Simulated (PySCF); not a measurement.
**Running PySCF for SN**

Input:

```python
from pyscf import gto, scf, cc

mol = gto.M(
    atom='S 0 0 0; N 0 0 1.476',
    basis='def2-svp',
    charge=0,
    spin=1,
    verbose=4,
)
mf = scf.ROHF(mol)
mf.kernel()
mycc = cc.CCSD(mf)
mycc.kernel()
e = mycc.eeccsd(nroots=6)[0]
print('roots (eV) =', (e*27.211386).round(3))
mf.dip_moment()
print('orbital energies (hartree):', mf.mo_energy[..., max(0, mol.nelec[1]-3):mol.nelec[0]+3].round(4))
```

```bash
$ OMP_NUM_THREADS=1 python input.py
```

The log (some set-up lines and the per-cycle HOMO/LUMO lines with their warnings removed):

```
PySCF version 2.14.0

[INPUT] verbose = 4
[INPUT] num. atoms = 2
[INPUT] num. electrons = 23
[INPUT] charge = 0
[INPUT] spin (= nelec alpha-beta = 2S) = 1
[INPUT] symmetry False subgroup None
[INPUT] Mole.unit = angstrom
[INPUT] Symbol           X                Y                Z      unit          X                Y                Z       unit  Magmom
[INPUT]  1 S      0.000000000000   0.000000000000   0.000000000000 AA    0.000000000000   0.000000000000   0.000000000000 Bohr   0.0
[INPUT]  2 N      0.000000000000   0.000000000000   1.476000000000 AA    0.000000000000   0.000000000000   2.789235759858 Bohr   0.0

nuclear repulsion = 40.1543683082927
number of shells = 14
number of NR pGTOs = 60
number of NR cGTOs = 32
basis = def2-svp
ecp = {}

******** <class 'pyscf.scf.rohf.ROHF'> ********
method = ROHF
initial guess = minao
damping factor = 0
level_shift factor = 0
DIIS = <class 'pyscf.scf.diis.CDIIS'>
diis_start_cycle = 1
diis_space = 8
diis_damp = 0
SCF conv_tol = 1e-09
SCF conv_tol_grad = None
SCF max_cycles = 50
direct_scf = True
direct_scf_tol = 1e-13
num. doubly occ = 11  num. singly occ = 1
Set gradient conv threshold to 3.16228e-05
init E= -451.759703403493

cycle= 1 E= -451.702728656241  delta_E= 0.057  |g|= 0.224  |ddm|= 1.38
cycle= 2 E= -451.719293307846  delta_E= -0.0166  |g|= 0.0631  |ddm|= 0.208
cycle= 3 E= -451.721069392789  delta_E= -0.00178  |g|= 0.0339  |ddm|= 0.0691
cycle= 4 E= -451.721631599815  delta_E= -0.000562  |g|= 0.0162  |ddm|= 0.0455
cycle= 5 E= -451.72198036182  delta_E= -0.000349  |g|= 0.013  |ddm|= 0.0293
cycle= 6 E= -451.722163682362  delta_E= -0.000183  |g|= 0.00642  |ddm|= 0.0252
cycle= 7 E= -451.722248557396  delta_E= -8.49e-05  |g|= 0.0033  |ddm|= 0.0166
cycle= 8 E= -451.722310976507  delta_E= -6.24e-05  |g|= 0.000697  |ddm|= 0.0251
cycle= 9 E= -451.722312873066  delta_E= -1.9e-06  |g|= 8.89e-05  |ddm|= 0.00495
cycle= 10 E= -451.722312876471  delta_E= -3.41e-09  |g|= 9.92e-06  |ddm|= 0.000114
cycle= 11 E= -451.722312876562  delta_E= -9.13e-11  |g|= 1.97e-06  |ddm|= 1.97e-05
Extra cycle  E= -451.722312876565  delta_E= -2.84e-12  |g|= 8.66e-07  |ddm|= 2.63e-06
converged SCF energy = -451.722312876565

WARN: RCCSD method does not support ROHF method. ROHF object is converted to UHF object and UCCSD method is called.

******** <class 'pyscf.cc.uccsd.UCCSD'> ********
CC2 = 0
CCSD nocc = (np.int64(12), np.int64(11)), nmo = (32, 32)
max_cycle = 50
direct = 0
conv_tol = 1e-07
conv_tol_normt = 1e-06
diis_space = 6
diis_start_cycle = 0
diis_start_energy_diff = 1e+09
Init t2, MP2 energy = -0.292669372448799
Init E_corr(UCCSD) = -0.297442502828904
cycle = 1  E_corr(UCCSD) = -0.288959464512457  dE = 0.00848303832  norm(t1,t2) = 0.113327
cycle = 2  E_corr(UCCSD) = -0.305539535022608  dE = -0.0165800705  norm(t1,t2) = 0.0394581
cycle = 3  E_corr(UCCSD) = -0.304161508870165  dE = 0.00137802615  norm(t1,t2) = 0.0250385
cycle = 4  E_corr(UCCSD) = -0.306418639673046  dE = -0.0022571308  norm(t1,t2) = 0.0111528
cycle = 5  E_corr(UCCSD) = -0.306642462137547  dE = -0.000223822465  norm(t1,t2) = 0.00304153
cycle = 6  E_corr(UCCSD) = -0.306416132286814  dE = 0.000226329851  norm(t1,t2) = 0.00133022
cycle = 7  E_corr(UCCSD) = -0.306437072176425  dE = -2.09398896e-05  norm(t1,t2) = 0.0004442
cycle = 8  E_corr(UCCSD) = -0.306439631964247  dE = -2.55978782e-06  norm(t1,t2) = 0.000135601
cycle = 9  E_corr(UCCSD) = -0.306435623076458  dE = 4.00888779e-06  norm(t1,t2) = 5.06599e-05
cycle = 10  E_corr(UCCSD) = -0.306436503214316  dE = -8.80137857e-07  norm(t1,t2) = 2.00914e-05
cycle = 11  E_corr(UCCSD) = -0.306436141563499  dE = 3.61650817e-07  norm(t1,t2) = 8.82949e-06
cycle = 12  E_corr(UCCSD) = -0.306436456808946  dE = -3.15245447e-07  norm(t1,t2) = 4.17375e-06
cycle = 13  E_corr(UCCSD) = -0.306436232946522  dE = 2.23862424e-07  norm(t1,t2) = 2.20245e-06
cycle = 14  E_corr(UCCSD) = -0.306436219407804  dE = 1.35387182e-08  norm(t1,t2) = 1.00447e-06
cycle = 15  E_corr(UCCSD) = -0.306436220054005  dE = -6.46201093e-10  norm(t1,t2) = 3.26119e-07
UCCSD converged
E(UCCSD) = -452.028749096619  E_corr = -0.3064362200540048

******** <class 'pyscf.cc.eom_uccsd.EOMEESpinKeep'> ********
max_space = 20
max_cycle = 50
conv_tol = 1e-07
partition = None
EOM-CCSD root 0 E = 0.0008217206837335832  qpwt = 0.936559  conv = True

******** <class 'pyscf.cc.eom_uccsd.EOMEESpinFlip'> ********
max_space = 20
max_cycle = 50
conv_tol = 1e-07
partition = None
EOM-CCSD root 0 E = 6.334631168617733e-07  qpwt = 0.955967  conv = True
EOM-CCSD root 1 E = 0.002065064082496355  qpwt = 0.939124  conv = True
EOM-CCSD root 2 E = 0.1451943724518313  qpwt = 0.972045  conv = True
EOM-CCSD root 3 E = 0.1480420677524193  qpwt = 0.964164  conv = True
EOM-CCSD root 4 E = 0.1658082799450923  qpwt = 0.938388  conv = True
roots (eV) = [0.    0.022 0.056 3.951 4.028 4.512]
Dipole moment(X, Y, Z, Debye): -0.00000,  0.00000, -1.69544
orbital energies (hartree): [-0.5507 -0.5167 -0.4997 -0.1396  0.0378  0.2598  0.494 ]
```

In short: E(SCF) = -451.722313 Eh, 11 cycles, E(CCSD) − E(SCF) = -0.30644 Eh, μz(SCF) = -1.70 D, excitation roots 0.000, 0.022, 0.056, 3.951, 4.028, 4.512 eV.

Hardware: Arm Neoverse V1, 1 thread, shared host. Wall time 13 s, peak memory 0.22 GiB.

The bond length is a typed value, not an optimised one. No search for the lowest solution was made.
